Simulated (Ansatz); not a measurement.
Hydrogen fluoride (`F`). The species carries charge 0 and has multiplicity 1.

```xyz
2

F    -0.246   -0.373    0.110
H     0.246    0.373   -0.110
```

**Question.** What are the harmonic wavenumbers in cm⁻¹ at PBE0-D4/def2-TZVP (Ansatz, finite differences of forces, unscaled)? (Best estimate.)

**Answer.** Computed: 4154.

**Question.** Is this a minimum?

**Answer.** Yes, all 1 modes are real.

**Question.** Give the ideal-gas thermochemistry at 298.15 K and 1 bar (rigid rotor, harmonic oscillator; point group C∞v, symmetry number 1).

**Answer.** Zero-point energy 24.8 kJ/mol; H(298) − E = 33.5 kJ/mol; entropy 173.6 J/(mol·K), of which translation 146.2, rotation 27.4, vibration 0.0; G(298) − E = -18.2 kJ/mol.

**Question.** And at 400, 500, 600, 800 and 1000 K?

**Answer.** 
| T (K) | H − E (kJ/mol) | S (J/mol/K) | G − E (kJ/mol) |
| --- | --- | --- | --- |
| 400 | 36.5 | 182.2 | -36.4 |
| 500 | 39.4 | 188.7 | -54.9 |
| 600 | 42.3 | 194.0 | -74.1 |
| 800 | 48.2 | 202.4 | -113.8 |
| 1000 | 54.1 | 209.0 | -154.9 |

**Question.** Rotational constants (cm⁻¹)?

**Answer.** 20.81.
